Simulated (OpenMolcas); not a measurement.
## Exact exchange and the HOMO–LUMO gap of CH4OSi

CH4OSi has 7 atoms, charge 0, and is taken as a singlet. SMILES: `CO[SiH]`. The shape is that of a PBE0-D4/def2-TZVP optimisation. This is one conformer, not always the lowest.

The HOMO–LUMO gap y, in eV, basis aug-cc-pVDZ; a is the functional's share of exact exchange. Programs: OpenMolcas 26.06.

| functional | program | a | y (eV) |
| --- | --- | --- | --- |
| TPSS | OpenMolcas | 0 | 2.85 |
| PBE | OpenMolcas | 0 | 2.61 |
| B3LYP | OpenMolcas | 0.2 | ? |
| PBE0 | OpenMolcas | 0.25 | 4.51 |
| BHLYP | OpenMolcas | 0.5 | 6.37 |

Task: Fit y = c + s·a to the known rows and predict B3LYP.

Result: 
1. Means of the 4 rows: a = 0.1875, y = 4.085.
2. Σ(Δa)² = 0.17188, Σ(Δa·Δy) = 1.2488, so the slope is 1.2488/0.17188 = 7.2655.
3. Intercept: 4.085 − (7.2655) × 0.1875 = 2.723. The largest residual of the fit is 0.13.
4. B3LYP: 2.723 + (7.2655) × 0.2 = 4.18 eV.

The run gave 4.16 eV, so the prediction is off by +0.02 eV, within the largest residual. Exact exchange lowers occupied levels and raises empty ones. The rows mix families of semi-local functionals, which the line can't see.
